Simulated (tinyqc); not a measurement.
Inside a calculation. Method: UHF in the sto-3g basis, for BH3, spin multiplicity 1. One step of it, computed by the program tinyqc.

Question. Iteration 21 (converged): orbitals. Diagonalise F' = X^T F X, C = X C', fill 4 alpha and 4 beta electrons from the bottom; D(s) = C_occ C_occ^T. Each column has its largest component positive (the first on a tie).

converged F(alpha) (hartree), order 1B 1s, 1B 2s, 1B 2px, 1B 2py, 1B 2pz, 2H 1s, 3H 1s, 4H 1s:
```
[[-7.439225, -2.177633, -0.000002, 0.000000, -0.000216, -0.258207, -0.258011, -0.258011],
 [-2.177633, -1.014711, -0.000037, -0.000060, 0.001349, -0.374479, -0.374307, -0.374302],
 [-0.000002, -0.000037, -0.056664, 0.000035, 0.000001, -0.324648, 0.162334, 0.162336],
 [0.000000, -0.000060, 0.000035, -0.056529, -0.000040, 0.000005, -0.281045, 0.281057],
 [-0.000216, 0.001349, 0.000001, -0.000040, 0.242358, 0.001950, 0.001928, 0.001970],
 [-0.258207, -0.374479, -0.324648, 0.000005, 0.001950, -0.240703, -0.046622, -0.046627],
 [-0.258011, -0.374307, 0.162334, -0.281045, 0.001928, -0.046622, -0.240454, -0.046636],
 [-0.258011, -0.374302, 0.162336, 0.281057, 0.001970, -0.046627, -0.046636, -0.240656]]
```

converged F(beta) (hartree), order 1B 1s, 1B 2s, 1B 2px, 1B 2py, 1B 2pz, 2H 1s, 3H 1s, 4H 1s:
```
[[-7.439225, -2.177633, -0.000002, 0.000000, -0.000216, -0.258207, -0.258011, -0.258011],
 [-2.177633, -1.014711, -0.000037, 0.000060, 0.001349, -0.374479, -0.374302, -0.374307],
 [-0.000002, -0.000037, -0.056664, -0.000035, 0.000001, -0.324648, 0.162336, 0.162334],
 [0.000000, 0.000060, -0.000035, -0.056529, 0.000040, -0.000005, -0.281057, 0.281045],
 [-0.000216, 0.001349, 0.000001, 0.000040, 0.242358, 0.001950, 0.001970, 0.001928],
 [-0.258207, -0.374479, -0.324648, -0.000005, 0.001950, -0.240703, -0.046627, -0.046622],
 [-0.258011, -0.374302, 0.162336, -0.281057, 0.001970, -0.046627, -0.240656, -0.046636],
 [-0.258011, -0.374307, 0.162334, 0.281045, 0.001928, -0.046622, -0.046636, -0.240454]]
```

X, order 1B 1s, 1B 2s, 1B 2px, 1B 2py, 1B 2pz, 2H 1s, 3H 1s, 4H 1s:
```
[[1.031720, -0.160742, -0.000002, 0.000000, 0.000197, 0.021690, 0.021683, 0.021683],
 [-0.160742, 1.173848, 0.000028, 0.000000, -0.001468, -0.190414, -0.190304, -0.190304],
 [-0.000002, 0.000028, 1.089952, 0.000000, 0.000000, -0.214922, 0.107456, 0.107456],
 [0.000000, 0.000000, 0.000000, 1.089843, 0.000000, 0.000000, -0.186001, 0.186001],
 [0.000197, -0.001468, 0.000000, 0.000000, 1.000015, 0.001936, 0.001935, 0.001935],
 [0.021690, -0.190414, -0.214922, 0.000000, 0.001936, 1.106368, -0.005551, -0.005551],
 [0.021683, -0.190304, 0.107456, -0.186001, 0.001935, -0.005551, 1.106265, -0.005530],
 [0.021683, -0.190304, 0.107456, 0.186001, 0.001935, -0.005551, -0.005530, 1.106265]]
```

Give: F' = X^T F X; orbital energies; coefficients C; F' = X^T F X; orbital energies; coefficients C; D(alpha) after iteration 21; D(beta) after iteration 21.

Answer.

F' = X^T F X (alpha) (hartree):
```
[[-7.250, -1.172, 0.000, 0.000, 0.000, 0.008, 0.008, 0.008],
 [-1.172, -0.350, 0.000, 0.000, -0.001, -0.273, -0.273, -0.273],
 [0.000, 0.000, 0.147, 0.000, 0.000, -0.356, 0.178, 0.178],
 [0.000, 0.000, 0.000, 0.147, 0.000, 0.000, -0.308, 0.308],
 [0.000, -0.001, 0.000, 0.000, 0.242, 0.002, 0.002, 0.002],
 [0.008, -0.273, -0.356, 0.000, 0.002, -0.019, -0.008, -0.008],
 [0.008, -0.273, 0.178, -0.308, 0.002, -0.008, -0.019, -0.008],
 [0.008, -0.273, 0.178, 0.308, 0.002, -0.008, -0.008, -0.019]]
```

orbital energies (alpha) (hartree): [-7.444, -0.569, -0.375, -0.375, 0.242, 0.377, 0.511, 0.512]

coefficients C (alpha), order 1B 1s, 1B 2s, 1B 2px, 1B 2py, 1B 2pz, 2H 1s, 3H 1s, 4H 1s:
```
[[0.992, -0.227, 0.000, 0.000, -0.007, -0.238, 0.000, 0.000],
 [0.031, 0.672, 0.000, 0.000, 0.030, 1.029, 0.000, 0.000],
 [0.000, 0.000, 0.492, -0.068, 0.000, 0.000, 0.035, 1.005],
 [0.000, 0.000, 0.068, 0.492, 0.000, 0.000, 1.005, -0.035],
 [0.000, -0.001, 0.000, 0.000, 1.000, -0.032, 0.000, 0.000],
 [-0.004, 0.274, 0.554, -0.077, -0.015, -0.601, -0.026, -0.746],
 [-0.004, 0.274, -0.210, 0.518, -0.015, -0.601, -0.633, 0.396],
 [-0.004, 0.274, -0.344, -0.441, -0.015, -0.601, 0.659, 0.350]]
```

F' = X^T F X (beta) (hartree):
```
[[-7.250, -1.172, 0.000, 0.000, 0.000, 0.008, 0.008, 0.008],
 [-1.172, -0.350, 0.000, 0.000, -0.001, -0.273, -0.273, -0.273],
 [0.000, 0.000, 0.147, 0.000, 0.000, -0.356, 0.178, 0.178],
 [0.000, 0.000, 0.000, 0.147, 0.000, 0.000, -0.308, 0.308],
 [0.000, -0.001, 0.000, 0.000, 0.242, 0.002, 0.002, 0.002],
 [0.008, -0.273, -0.356, 0.000, 0.002, -0.019, -0.008, -0.008],
 [0.008, -0.273, 0.178, -0.308, 0.002, -0.008, -0.019, -0.008],
 [0.008, -0.273, 0.178, 0.308, 0.002, -0.008, -0.008, -0.019]]
```

orbital energies (beta) (hartree): [-7.444, -0.569, -0.375, -0.375, 0.242, 0.377, 0.511, 0.512]

coefficients C (beta), order 1B 1s, 1B 2s, 1B 2px, 1B 2py, 1B 2pz, 2H 1s, 3H 1s, 4H 1s:
```
[[0.992, -0.227, 0.000, 0.000, -0.007, -0.238, 0.000, 0.000],
 [0.031, 0.672, 0.000, 0.000, 0.030, 1.029, 0.000, 0.000],
 [0.000, 0.000, 0.492, -0.068, 0.000, 0.000, -0.035, 1.005],
 [0.000, 0.000, -0.068, -0.492, 0.000, 0.000, 1.005, 0.035],
 [0.000, -0.001, 0.000, 0.000, 1.000, -0.032, 0.000, 0.000],
 [-0.004, 0.274, 0.554, -0.077, -0.015, -0.601, 0.026, -0.746],
 [-0.004, 0.274, -0.344, -0.441, -0.015, -0.601, -0.659, 0.350],
 [-0.004, 0.274, -0.210, 0.518, -0.015, -0.601, 0.633, 0.396]]
```

D(alpha) after iteration 21, order 1B 1s, 1B 2s, 1B 2px, 1B 2py, 1B 2pz, 2H 1s, 3H 1s, 4H 1s:
```
[[1.035, -0.122, 0.000, 0.000, 0.000, -0.066, -0.066, -0.066],
 [-0.122, 0.452, 0.000, 0.000, -0.001, 0.184, 0.184, 0.184],
 [0.000, 0.000, 0.246, 0.000, 0.000, 0.278, -0.139, -0.139],
 [0.000, 0.000, 0.000, 0.246, 0.000, 0.000, 0.240, -0.240],
 [0.000, -0.001, 0.000, 0.000, 0.000, 0.000, 0.000, 0.000],
 [-0.066, 0.184, 0.278, 0.000, 0.000, 0.388, -0.081, -0.081],
 [-0.066, 0.184, -0.139, 0.240, 0.000, -0.081, 0.388, -0.081],
 [-0.066, 0.184, -0.139, -0.240, 0.000, -0.081, -0.081, 0.388]]
```

D(beta) after iteration 21, order 1B 1s, 1B 2s, 1B 2px, 1B 2py, 1B 2pz, 2H 1s, 3H 1s, 4H 1s:
```
[[1.035, -0.122, 0.000, 0.000, 0.000, -0.066, -0.066, -0.066],
 [-0.122, 0.452, 0.000, 0.000, -0.001, 0.184, 0.184, 0.184],
 [0.000, 0.000, 0.246, 0.000, 0.000, 0.278, -0.139, -0.139],
 [0.000, 0.000, 0.000, 0.246, 0.000, 0.000, 0.240, -0.240],
 [0.000, -0.001, 0.000, 0.000, 0.000, 0.000, 0.000, 0.000],
 [-0.066, 0.184, 0.278, 0.000, 0.000, 0.388, -0.081, -0.081],
 [-0.066, 0.184, -0.139, 0.240, 0.000, -0.081, 0.388, -0.081],
 [-0.066, 0.184, -0.139, -0.240, 0.000, -0.081, -0.081, 0.388]]
```
